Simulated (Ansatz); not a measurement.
A made-up structure of CH$_{4}$NSi, doublet:

```csv
atom,x (Å),y (Å),z (Å)
C1,-1.3178,-0.4532,-1.0823
Si2,-0.2614,0.4280,-0.1524
N3,1.0201,-0.1655,0.7764
H4,1.0270,-0.3510,1.7794
H5,-0.3064,1.8960,-0.0127
H6,1.6184,0.4378,1.3129
H7,1.2571,-1.1397,0.8449
```

It is relaxed with PBE-D4/def2-SVP and then PBE0-D4/def2-TZVP (Ansatz 0.2.0). Atoms count as bonded within 1.22 times the sum of their covalent radii (H–H: 0.88 Å). The end point is not checked to be a true minimum.

(1) Does its bonding change? (A judgement: the text doesn't fix the answer.)

Answers

(1) By the calculation: No: no bond forms or breaks.

Where it ends: The first stage lowers the energy by 3.32 eV in 11 steps. It ends as CH₄NSi ([C][SiH][NH3]):
C1  (-0.797, -0.719, -1.183)
Si2  (-0.546, 0.564, -0.013)
N3  (0.966, -0.166, 1.000)
H4  (0.851, -0.178, 2.009)
H5  (-0.272, 2.019, 0.215)
H6  (1.861, 0.262, 0.780)
H7  (0.974, -1.129, 0.658)
(Å)

Labels in which every atom is bracketed show which atoms are joined, not bond orders.

For scale, one of the runs: PBE0-D4/def2-TZVP relaxation, 123 basis functions, launched by `ansatz run in.yaml --threads 2 --pin off --events-out ev --progress --plain --max-ram 4352MiB`. Hardware: 2 CPU threads of an Arm Neoverse V2, shared host. Wall time about 71 s.
